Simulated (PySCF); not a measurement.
# Potential energy of NaN along the bond

Set-up: PySCF, no relativity, basis sets Na pcseg-2, N pcseg-2. Energies in eV from Na + N in their ground configurations at the same level. All curves are PBE0. state 1: ³Σ⁻ (triplet), unpaired electrons π ↑↑; state 2: ³Π (triplet), unpaired electrons σ ↑, π ↑, a second solution, started from another occupation; state 3: Ms = 0 determinant of mixed spin (⟨S²⟩ near 1.0), unpaired electrons π ↑↓, a mixture of terms (⟨Lz²⟩ = 2.0), a second solution, started from another occupation; state 4: Ms = 0 determinant of mixed spin (⟨S²⟩ near 1.0), unpaired electrons σ ↓, π ↑, a second solution, started from another occupation.

```tsv
R (Å)	state 1	state 2	state 3	state 4
1.943	-0.685	-0.4671	-0.1367	0.0741
2.033	-0.890	-0.5426	-0.3353	-0.0071
2.123	-0.999	-0.5435	-0.4351	-0.0142
2.191	-1.036	-0.5099	-0.4631	0.0146
2.259	-1.045	-0.4550	-0.4612	0.0646
2.327	-1.033	-0.3846	-0.4366	0.1302
2.417	-0.995	-0.2742	-0.3779	0.2346
2.530	-0.925	-0.1194	-0.2759	0.3821
2.666	-0.825	0.0773	-0.1292	0.5709
2.846	-0.689	0.3409	0.0847	0.8251
```

Put a parabola through the three lowest points of the state 1 curve and estimate Re, k and ωe (reduced mass 8.702 u; 1 eV/Å² = 0.16022 mdyn/Å; ωe = 1302.8·√(k/μ) cm⁻¹).

Through R = 2.191, 2.259, 2.327 Å the second-order coefficient is 2.27 eV/Å², so Re ≈ 2.254 Å, k ≈ 0.728 mdyn/Å and ωe ≈ 377 cm⁻¹. A polynomial fit of higher order to the unrounded PBE0 energies gives Re = 2.251 Å, k = 0.747 mdyn/Å, ωe = 382 cm⁻¹; anharmonicity and rounding make the difference.

The higher-order fit for each curve: state 1: Re = 2.251 Å, ωe = 382 cm⁻¹, De = 1.05 eV; state 2: Re = 2.078 Å, ωe = 483 cm⁻¹, minimum 0.55 eV below the ground-state fragments; state 3: Re = 2.220 Å, ωe = 425 cm⁻¹, minimum 0.466 eV below the ground-state fragments; state 4: Re = 2.088 Å, ωe = 472 cm⁻¹, minimum 0.019 eV below the ground-state fragments.

⟨S²⟩ of the unrestricted solution departs from its pure value on part of the curve, where spin states mix. The state is the lowest determinant that a PBE0 search found; another state may lie lower at other levels.
